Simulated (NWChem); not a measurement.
methanethiol (CH$_{4}$S); SMILES CS

```xyz
6

C      0.0074     1.1441     0.0000
S      0.0737    -0.6669     0.0000
H     -0.4860     1.5372     0.8999
H      1.0505     1.4893     0.0000
H     -0.4860     1.5372    -0.8999
H     -1.2593    -0.8806     0.0000
```
Atoms are numbered in this order, from 1.

Results from NWChem. Geometry optimised at PBE0/def2-SVP; all other runs use it. 

```csv
quantity,level,value
"vertical, lowest excitation, singlet (eV)","PBE/def2-SVPD, TDA",5.09
"anisotropy (bohr³), static",PBE/def2-SVPD,…
"vertical ionisation energy, ΔSCF (eV)",PBE/def2-SVP,…
dipole in solution (D) in water,"PBE0/def2-SVP, SMD",1.98
dipole (D),PBE0/def2-SVP,…
highest harmonic frequency (cm⁻¹),PBE0/def2-SVP,3187
```

Problem. Some entries are withheld; supply them.

Solution. 
- anisotropy (bohr³), static, value: 8.8
- vertical ionisation energy, ΔSCF (eV), value: 9.23
- dipole (D), value: 1.58
